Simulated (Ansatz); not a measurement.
# SnO2: short dynamics, then relaxation

A packing of 21 atoms, thrown in at random and pushed apart as soft spheres with like charges further apart (14 O, 7 Sn) went through Langevin stages in a fixed cell of 13.65 Å³/atom, at one k point, without spin and with a Fermi–Dirac width of kT (0.05 eV at least). Method: DFT PBE, scalar-relativistic, plane waves, PAW in Ansatz 0.2.0.

| thermostat (K) | duration (fs) | friction (1/fs) | cutoff (eV) | mean T (K) | mean P (GPa) | mean square displacement (Å²) |
| --- | --- | --- | --- | --- | --- | --- |
| 3000 | 48 | 0.030 | 320 | 3331 | 16.8 | 0.24 |
| 3000 | 410 | 0.005 | 420 | 2789 | 8.0 | 3.43 |
| 2160 | 336 | 0.005 | 420 | 2358 | 10.4 | 0.80 |
| 1200 | 290 | 0.015 | 420 | 1177 | 4.2 | 0.29 |
| 300 | 200 | 0.015 | 420 | 428 | 2.5 | 0.17 |

Means run over the second half of a stage; pressure includes the kinetic part; displacements count from the stage's start, the atoms' common shift taken off.

Cell and atoms were then relaxed on coarser meshes and computed once more: Settings: cutoff 420 eV, Γ-centred mesh 4×4×4 on the computed 21-atom cell, Gaussian smearing of 0.02 eV; no spin polarisation.

Q: What structure is left?

A: One draw of many: 14.52 Å³/atom with a gap on the mesh of 1.03 eV, 1.28 eV/atom below the elements' standard states (static lattices, no corrections for gases) (a random packing after short dynamics, relaxed).

Counting as bonded all pairs within 1.2 times the summed covalent radii, but none from a metal cation to another cation:

| atom → neighbour | mean count | mean length (Å) | spread (Å) |
| --- | --- | --- | --- |
| O → O | 0.14 | 1.46 | 0.00 |
| O → Sn | 2.57 | 2.12 | 0.12 |
| Sn → O | 5.14 | 2.12 | 0.12 |

Angles between all pairs of such bonds at an atom (mean ± spread): 120 ± 13° at O, 106 ± 31° at Sn.

```yaml
crystal:
  lattice:
    - [6.75194, -0.02066, -0.01864]
    - [-0.02107, 6.62047, -0.00973]
    - [-0.01699, -0.00647, 6.82214]
  atoms:
    - { symbol: Sn, position: [0.88219, 0.65418, 0.74131] }
    - { symbol: Sn, position: [0.11510, 0.14432, 0.61797] }
    - { symbol: Sn, position: [0.63579, 0.13835, 0.60059] }
    - { symbol: Sn, position: [0.34109, 0.87637, 0.06467] }
    - { symbol: Sn, position: [0.44101, 0.40142, 0.04539] }
    - { symbol: Sn, position: [0.84509, 0.08833, 0.11048] }
    - { symbol: Sn, position: [0.36809, 0.63054, 0.56268] }
    - { symbol: O, position: [0.87752, 0.13408, 0.40937] }
    - { symbol: O, position: [0.87083, 0.12956, 0.80005] }
    - { symbol: O, position: [0.35187, 0.63148, 0.87715] }
    - { symbol: O, position: [0.30502, 0.17043, 0.21945] }
    - { symbol: O, position: [0.36142, 0.15076, 0.84326] }
    - { symbol: O, position: [0.62908, 0.88929, 0.09367] }
    - { symbol: O, position: [0.04982, 0.87890, 0.06692] }
    - { symbol: O, position: [0.36325, 0.19100, 0.42423] }
    - { symbol: O, position: [0.11446, 0.44919, 0.61008] }
    - { symbol: O, position: [0.72362, 0.36743, 0.09794] }
    - { symbol: O, position: [0.60210, 0.83868, 0.59560] }
    - { symbol: O, position: [0.60679, 0.43859, 0.62801] }
    - { symbol: O, position: [0.13951, 0.84206, 0.59353] }
    - { symbol: O, position: [0.35761, 0.61636, 0.25850] }
```

The final mesh leaves forces up to 0.13 eV/Å and stresses up to 0.2 GPa: the relaxation ran on a coarser mesh, so the cell's shape, its bonds and its energy belong partly to that mesh.

Cost: 6 runs of about 60 core-minutes in all (earlier runs that led there not counted), on Intel Xeon Processor @ 2.50GHz (Skylake/Cascade Lake) (shared hosts).